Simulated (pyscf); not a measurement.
# Routes from H₃Ge–AsH₂ (SMILES [GeH3][AsH2]) + H₂ (SMILES [H][H])

Candidate steps break at most two bonds and form at most two. Each was searched with GFN2-xTB (tblite) first. Optimised with ωB97X-D3(BJ)/def2-SVP in PySCF. Energies: ωB97M-D3(BJ)/def2-TZVP, eV, from the separated reactants, singlet surface; ΔG‡ with ideal gas, 1 atm, RRHO with modes under 100 cm⁻¹ raised to 100, one conformer, R ln 2 for chiral ones without a mode under 150 cm⁻¹.

```
products                        type   ΔE‡     ΔE  ΔG‡ 298 K  ΔG‡ 900 K  ν‡ (cm⁻¹)
--------------  --------------------  ----  -----  ---------  ---------  ---------
AsH₃ + GeH₄     four-centre exchange  3.26  +0.11       3.58       4.30      1781i
H₃Ge–AsH₂ + H₂  four-centre exchange  3.40   0.00       3.74       4.50      2108i
```

Under all of these lies the exit to GeH₃• + AsH₂• + H₂ (no saddle counted: cutting one bond costs +2.68 eV at ωB97M-D3(BJ)/def2-TZVP). Plain bond fissions and candidates not yet searched are not listed, and one of them may be faster. Each barrier is that of the saddle found; lower ones may exist. Elements up to Kr have no core potential and no relativistic terms here.
